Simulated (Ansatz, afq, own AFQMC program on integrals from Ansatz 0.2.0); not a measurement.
## GeHCl$_{2}$, doublet: AFQMC among the cluster methods

```yaml
atoms:
  - { symbol: Ge, position_ang: [0.2331, -0.2654, 0.2356] }
  - { symbol: Cl, position_ang: [2.1758, -1.2111, 0.1100] }
  - { symbol: Cl, position_ang: [-1.2806, -1.7765, -0.0935] }
  - { symbol: H, position_ang: [0.0638, 0.2445, 1.6982] }
```

Connectivity, by distances: Cl–GeH–Cl.

Basis def2-TZVP. Only valence electrons are correlated. Integrals, coupled cluster, full CI and functionals: Ansatz 0.2.0; the random walks run on the same integrals in our own AFQMC program. The CISD trial takes its coefficients from CCSD amplitudes. Released means that phaseless walkers are propagated on without the constraint, phases kept. ± is one standard error of the sampling. No spin–orbit coupling.

Determinant: UHF, the one that the program's search chose, which needn't be the lowest solution. The geometry is a PBE0/def2-SVP stationary point of this or a neighbouring charge and spin state.

No full CI on the walks' own integrals is used here. The released AFQMC energy serves as the reference, which it does only where one determinant dominates, the energy is flat over the last release times and near the phaseless one (40 meV or 2 meV an electron, half that with transition metals). On small molecules, where full CI could be run and the noise was under 10 meV, such values lay within 10 meV of it in 19 cases of 20, a flattering rate, since the rule was set on those same cases; what remains of the bias isn't in the error bar.

Cautions: no relativity below Rb; no spin-orbit coupling; inner d shell frozen; the released value is read at 1.50 1/Eh with a noise of 15 meV, more than in the cases checked (meV from the phaseless value at times in 1/Eh: -3 ± 9 at 0.24, -16 ± 10 at 0.51, -10 ± 11 at 0.99, 8 ± 15 at 1.50).

The T1 diagnostic is 0.0128, the weight of the determinant in the CISD state is 0.814 and the ⟨S²⟩ of the determinant is 0.758. The size of the correlated space is 19 electrons in 104 orbitals.

Reference: AFQMC with the constraint released, correlation energy -14.348 ± 0.015 eV.

```json
{"level": "HF", "E − E(reference) (kcal/mol)": "330.88 ± 0.34", "share of correlation (%)": "0.00"}
{"level": "MP2", "E − E(reference) (kcal/mol)": "41.86 ± 0.34", "share of correlation (%)": "87.35"}
{"level": "CCSD", "E − E(reference) (kcal/mol)": "14.78 ± 0.34", "share of correlation (%)": "95.53"}
{"level": "CCSD(T)", "E − E(reference) (kcal/mol)": "1.12 ± 0.34", "share of correlation (%)": "99.66"}
{"level": "ph-AFQMC/CISD", "E − E(reference) (kcal/mol)": "-0.18 ± 0.41", "share of correlation (%)": "100.05"}
```

Released energies are given only where the last usable release times agree within the noise; a slower fall can still hide under it.
